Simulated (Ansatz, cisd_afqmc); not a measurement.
System: O, charge 0, triplet.

Total energies in aug-cc-pVQZ, 6 correlated electrons, 1 frozen orbitals. Open shells are spin-unrestricted; no spin-orbit coupling. Cores are frozen in correlated methods. No relativity. The Monte Carlo rows (phaseless AFQMC, CISD trial, step 0.005/hartree) carry one-sigma bars that omit the constraint's bias. Outlying blocks are dropped, and bars are widened where a walk drifts. Over all cases where full CI ran beside it in this data, AFQMC minus full CI had a median of +0.1 mEh and passed +0.4 mEh in a tenth of the cases.

```csv
method,program,energy (Eh),minus CCSDT(Q) (mEh)
HF,Ansatz,-74.81763,178.05
MP2,Ansatz,-74.97671,18.96
CCSD,Ansatz,-74.99140,4.27
CCSD(T),Ansatz,-74.99527,0.41
CCSDT(Q),Ansatz,-74.99567,0.00
AFQMC/CISD,cisd_afqmc,-74.9954 ± 0.0001,0.3 ± 0.1
```

Ansatz is a program for electronic structure.
